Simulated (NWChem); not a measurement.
Total energies of chloroform (CHCl3)

```xyz
5

Cl     0.8517    -0.0663     1.4726
C     -0.0092     0.4528     0.0000
Cl     0.8517    -0.0663    -1.4726
Cl    -1.6984    -0.1182     0.0000
H     -0.0315     1.5461     0.0000
```
Charge 0, spin multiplicity 1.

Everything below was run with NWChem. All single points use one geometry, from B3LYP/def2-SVP, a minimum by its harmonic frequencies.

Basis set: 6-31G* (70 functions).

```tsv
method	total energy (Ha)
RHF	-1416.86346
MP2	-1417.38205
B2PLYP	-1418.73800
PBE	-1418.61658
B3LYP	-1419.26824
LDA (SVWN5)	-1414.42255
CCSD(T)	-1417.44031
```

Total energies of different functionals aren't comparable as a measure of quality: only differences taken within one method are. 

The correlated methods keep 16 core orbitals frozen. B3LYP has NWChem's definition, with VWN1-RPA local correlation. The Pople sets run with spherical d functions. Coupled-cluster values serve here as a point of comparison, not as the truth.
